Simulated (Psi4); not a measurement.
Process, species as SMILES: C#N (CH-N) + H+ → C#[NH+]
B3LYP-D3(BJ)/def2-TZVP geometries, fixed; electronic energies without zero-point terms; positive where energy is released.

Energies in hartree at MP2 with Psi4; the proton affinity is their sum with the coefficients shown, times 627.509 kcal/mol a hartree; the bare proton counts zero. All functions are spherical. Density fitting with the program's default auxiliary sets. Cores are frozen. The proton sits at the site shown, which need not be the one that binds it best. No added dispersion term, no relativity.

```tsv
species	coefficient	part	cc-pVDZ	cc-pVTZ	cc-pVQZ
C#N (CH-N)	+1	Hartree-Fock	-92.88364	-92.90884	-92.91528
C#N (CH-N)	+1	correlation	-0.28269	-0.34373	-0.36607
C#[NH+]	-1	Hartree-Fock	-93.16839	-93.19621	-93.20256
C#[NH+]	-1	correlation	-0.27715	-0.33568	-0.35722
```

Problem. Predict the proton affinity in cc-pV5Z (X = 5): let each Hartree-Fock step shrink by the ratio of the last two, and fit each correlation energy at X = 3 and 4 to E + A/X^3. Compare with the run.

Solution. 
- C#N (CH-N): steps -0.02520 and -0.00644, ratio 0.256, so Hartree-Fock -92.91693 (run: -92.91660); A = (-0.34373 - (-0.36607))/(1/27 - 1/64) = 1.0433, correlation -0.36607 - A/64 + A/125 = -0.37403 (run: -0.37502).
- C#[NH+]: steps -0.02782 and -0.00635, ratio 0.228, so Hartree-Fock -93.20401 (run: -93.20390); A = (-0.33568 - (-0.35722))/(1/27 - 1/64) = 1.0060, correlation -0.35722 - A/64 + A/125 = -0.36489 (run: -0.36552).
Predicted 174.41 kcal/mol; the run in cc-pV5Z gives 174.32, a miss of 0.09. Keeping the value in cc-pVQZ, 174.72, would miss by 0.40. All sums are of the energies as printed.
